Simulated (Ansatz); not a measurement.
# BH₃OSi (SMILES B=[SiH]O): functionals against CCSD(T) at one geometry

An exercise on one series of results from a longer session: the logs are not shown, and one member is left open.

Computed with Ansatz 0.2.0, Gaussian basis. Level: single points in def2-TZVPP.

Cores are frozen in the correlated methods.

### The starting structure

SMILES `B=[SiH]O`, 6 atoms, charge 0, spin multiplicity 1.

Atoms are counted from 1 here; the program's logs count them from 0.

Bond lengths: B1–Si2 1.846 Å, B1–H4 1.027 Å, Si2–O3 1.591 Å, Si2–H5 1.309 Å, O3–H6 0.901 Å. Angles: Si2–B1–H4 151.2°, B1–Si2–O3 123.8°, B1–Si2–H5 122.6°, O3–Si2–H5 113.4°, Si2–O3–H6 122.7°.

As a file:

```mol
BH3OSi
  3D, bonds by distance, orders not assigned

  6  5  0  0  0  0  0  0  0  0999 V2000
   -1.4622   -0.0190   -0.4280 B   0  0
    0.3834   -0.0304   -0.4041 Si  0  0
    1.2529    0.1314    0.9190 O   0  0
   -2.3659   -0.5048   -0.3747 H   0  0
    1.1029   -0.0812   -1.4961 H   0  0
    0.8861    0.1706    1.7414 H   0  0
  1  2  8  0
  1  4  8  0
  2  3  8  0
  2  5  8  0
  3  6  8  0
M  END
```

Set-up of the first run:

Contents of run/in.yaml:

```yaml
crystal:
  periodic: [false, false, false]
  atoms:
    - {symbol: B, position_ang: [-1.462200, -0.019000, -0.428000]}
    - {symbol: Si, position_ang: [0.383400, -0.030400, -0.404100]}
    - {symbol: O, position_ang: [1.252900, 0.131400, 0.919000]}
    - {symbol: H, position_ang: [-2.365900, -0.504800, -0.374700]}
    - {symbol: H, position_ang: [1.102900, -0.081200, -1.496100]}
    - {symbol: H, position_ang: [0.886100, 0.170600, 1.741400]}
basis:
  gaussian: {orbitals: def2-TZVPP}
correlation: {method: ccsd_t}
output: {forces: true}
```

No record of the launch command was kept for these runs.

Steps of the session up to this table: CCSD(T)/def2-TZVPP; PBE0-D4/def2-TZVPP; wB97M-V/def2-TZVPP; r2SCAN-D4/def2-TZVPP; PBE-D4/def2-TZVPP; r2SCAN0-D4/def2-TZVPP; HSE06-D4/def2-TZVPP.

One of the session's tables, all rows but one given; the rest of the session is left out.

```
    method  RMS force component (eV/Å)  angle to CCSD(T) forces (°)  dipole (D)
   CCSD(T)                       2.665                    reference        1.12
   PBE0-D4                       2.727                          2.5        1.19
   wB97M-V                       2.696                          3.4        1.21
 r2SCAN-D4                           ?                            ?           ?
    PBE-D4                       2.788                          2.4        1.25
r2SCAN0-D4                       2.664                          4.2        1.19
  HSE06-D4                       2.726                          2.4        1.19
```

**Question.** Estimate the row for r2SCAN-D4.

**Answer.** RMS force component (eV/Å): 2.697; angle to CCSD(T) forces (°): 1.6; dipole (D): 1.25. In the column «RMS force component (eV/Å)» it lies between wB97M-V (2.696) and HSE06-D4 (2.726).
